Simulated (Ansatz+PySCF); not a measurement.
Values are calculated unless marked as measured or tabulated.
Input for PySCF 2.14.0:

```python
from pyscf import gto, scf

mol = gto.M(atom="""
H -0.007590 -0.004230 1.478720
C -0.004040 -0.004660 0.359810
C 1.462680 0.000480 -0.089910
C -0.717590 1.255580 -0.093010
C -0.730310 -1.257970 -0.085080
H 1.512830 -0.009510 -1.195920
H 1.993870 0.894680 0.276500
H 1.997440 -0.891880 0.276550
H -0.767070 1.310510 -1.192620
H -1.768820 1.271800 0.264780
H -0.224760 2.168070 0.258380
H -0.762950 -1.319050 -1.189990
H -0.228600 -2.172360 0.277460
H -1.772820 -1.287140 0.273230
""", basis='def2-svp', charge=0, spin=0)
mf = scf.UHF(mol)
mf.init_guess = '1e'
mf.kernel()
while True:  # follow internal instabilities
    mo, _, stable, _ = mf.stability(return_status=True)
    if stable: break
    mf.kernel(mf.make_rdm1(mo, mf.mo_occ))
print(mf.converged, mf.e_tot, mf.spin_square()[0])
```

The script is written out from the run's settings.

Output:

```json
{"Converged": "yes", "Total energy": "-157.18822 hartree", "Spin squared of the determinant": "0.000"}
```
